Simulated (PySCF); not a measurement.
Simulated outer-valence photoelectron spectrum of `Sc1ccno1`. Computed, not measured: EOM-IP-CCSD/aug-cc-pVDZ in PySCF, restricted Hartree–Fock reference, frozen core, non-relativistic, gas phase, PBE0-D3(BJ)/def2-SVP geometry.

Each root has a Gaussian of 0.6 eV full width with its one-hole share as area; cross sections and vibrations are left out, and the highest printed point is 100.

(ionisation energy (eV), intensity): (8.2, 1), (8.4, 5), (8.6, 22), (8.8, 47), (9.0, 56), (9.2, 36), (9.4, 13), (9.6, 2), (9.8, 0), (10.0, 0), (10.2, 1), (10.4, 8), (10.6, 30), (10.8, 70), (11.0, 100), (11.2, 97), (11.4, 79), (11.6, 69), (11.8, 53), (12.0, 25), (12.2, 7), (12.4, 1), (12.6, 1), (12.8, 7), (13.0, 26), (13.2, 52), (13.4, 59), (13.6, 53), (13.8, 64), (14.0, 88), (14.2, 91), (14.4, 65), (14.6, 30), (14.8, 8), (15.0, 1), (15.2, 2), (15.4, 11), (15.6, 33), (15.8, 55), (16.0, 49), (16.2, 24), (16.4, 6), (16.6, 1)

Question: Where are the maxima, and how many lines lie under the curve?

Answer: 5 maxima, at 9.0, 11.1, 13.4, 14.1 and 15.9 eV, from 8 lines. At this width some lines have no maximum of their own.

Question: List the lines with their holes.

Answer: 
```csv
E (eV),leading hole (HF orbital),area,Koopmans (eV)
8.96,HOMO,0.95,9.22
10.92,HOMO-1,0.94,11.84
11.17,HOMO-3,0.94,13.07
11.68,HOMO-2,0.94,12.41
13.32,HOMO-4,0.95,14.46
13.96,HOMO-6,0.94,15.87
14.29,HOMO-5,0.95,15.62
15.87,HOMO-7,0.94,17.29
```

The widest gap, 1.96 eV, lies between 8.96 and 10.92 eV. Only orbitals with −ε under 21 eV, eight at most, were ionised, so the high end of the curve may lack lines.

Conformer computed: `[SH:1][c:2]1[cH:3][cH:4][n:5][o:6]1`: H–S1–C2–C3 179°.

One conformer stands for the species.
